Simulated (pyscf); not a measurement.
Single points on ωB97X-D3(BJ)/def2-SVP structures (PySCF, gas phase).

Task: `[CH3][CH2][Be][CH2][CH3]` → `[BeH][CH2][CH3]` + `[CH2]=[CH2]`
Surface: singlet. Broken: Be–C, C–H. Formed: Be–H. Give ΔE‡ and ΔE from ωB97M-D3(BJ)/def2-TZVP, relative to the reactant's lowest minimum found.

Result: ΔE‡ = 35.2 kcal/mol, ΔE = +33.6 kcal/mol. Zero-point energy shifts the barrier by -2.6 kcal/mol. It is an elimination, with an imaginary mode of 601i cm⁻¹. On the reactant side the descent ends in a point that may be a rotor saddle (no frequency run), 2.4 kcal/mol over the lowest minimum found and 33.8 kcal/mol under the saddle at ωB97X-D3(BJ)/def2-TZVP. On the product side the descent ends in a complex, 5.8 kcal/mol under the separated species and 6.5 kcal/mol under the saddle at ωB97X-D3(BJ)/def2-TZVP. At the saddle there is also a short Be–C contact that neither side keeps. HBe–CH₂–CH₃ lies 18.0 kcal/mol over its isomer H₃C–Be–CH₃ (electronic energy, ωB97M-D3(BJ)/def2-TZVP). One saddle was located; it need not be the lowest between these sides.
